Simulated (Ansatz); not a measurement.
The input, for Ansatz 0.2.0:

```yaml
crystal:
  periodic: [false, false, false]
  atoms:
    - {symbol: N, position_ang: [0.000000, 0.000000, 0.000000]}
    - {symbol: O, position_ang: [0.000000, 0.000000, 1.267900]}
basis:
  gaussian: {orbitals: 6-31G}
total_charge: 1
magnetization: {spin_polarized: false, initial_magnetization: 2}
correlation: {active_space: {ras: {orbitals: [4, 2, 10], electrons: 10, max_holes: 2, max_particles: 2}, fixed_orbitals: true}}
```

```sh
$ ansatz run in.yaml --threads 1 --pin off --events-out ev --progress --plain --max-ram 2393MiB
```

Log:

```
212 factors; integrals over basis functions are off by at most 8.9e-5 eV
mean field evaluation 1: about -3494.4732 eV, gradient 3.8e1 eV
mean field evaluation 2: about -3494.4916 eV, gradient 3.8e1 eV
mean field evaluation 4: about -3498.1563 eV, gradient 2.6e0 eV
mean field evaluation 8: about -3498.3694 eV, gradient 6.2e-1 eV
mean field evaluation 16: about -3498.3874 eV, gradient 5.2e-5 eV
mean field evaluation 32: about -3500.4386 eV, gradient 2.7e-1 eV
mean field evaluation 64: about -3499.5268 eV, gradient 1.0e-2 eV
mean field evaluation 96: about -3498.7385 eV, gradient 1.2e1 eV
mean field evaluation 128: about -3499.8985 eV, gradient 2.2e0 eV
mean field evaluation 160: about -3498.3874 eV, gradient 1.8e-3 eV
mean field -3500.44008654 eV, -128.6388004969 hartree, gradient 1.7e-6 eV, S^2 2.000000; 11 other end points of the search recorded, 0 dependent functions left out
reference -3500.44008654 eV, -128.6388004969 hartree; 8, 6 occupied and 10, 12 virtual orbitals, 212 factors
state -3505.61760364 eV, -128.8290707409 hartree
Total energy: -3505.61760364 eV, -128.8290707409 hartree
```

Natural occupations: 1.9917 1.9788 1.9600 1.8347 1.0857 0.9079 0.1708 0.0394 0.0078 0.0057 0.0055 0.0050 0.0028 0.0021 0.0013 0.0009.

For the same geometry and basis full CI lies 999.3 meV lower. By full CI's occupations no single determinant describes the state well. The determinant fills πx and πy unequally, so it is a mixture of Σ and Δ.

Ran on 1 thread of AMD EPYC 7B13, shared host: 0.82 s wall, 0.14 GiB peak host memory.
